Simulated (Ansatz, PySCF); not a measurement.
System: C2H3O (charge 0, doublet). It need not be the lowest isomer of its formula. 
Geometry from a B3LYP-D3(BJ)/def2-TZVP (Ansatz, a quantum-chemistry and plane-wave program) optimisation:
SMILES: [CH]1CO1
```xyz
6

C     -0.0023     0.7447    -0.3759
O      0.0458     0.0944     0.8207
C      0.0483    -0.6990    -0.4192
H     -0.7822     1.4623    -0.6108
H     -0.8485    -1.2960    -0.5529
H      0.9884    -1.1956    -0.6312
```
Charge 0, spin multiplicity 2.

Dipole moments at this geometry, in debye (magnitudes).

| level | program | dipole (D) |
|---|---|---|
| BLYP/def2-TZVPD | Ansatz | 1.59 |
| revPBE/def2-TZVPD | Ansatz | 1.54 |
| r2SCAN/def2-TZVPD | Ansatz | 1.63 |
| B3LYP/def2-TZVPD | Ansatz | 1.70 |
| PBE0/def2-TZVPD | PySCF | 1.69 |
| BHLYP/def2-TZVPD | Ansatz | 1.86 |
| r2SCANh/def2-TZVPD | Ansatz | 1.67 |
| CAM-B3LYP/def2-TZVPD | Ansatz | 1.78 |
| CCSD(T)/aug-cc-pVDZ | Ansatz | 1.69 |
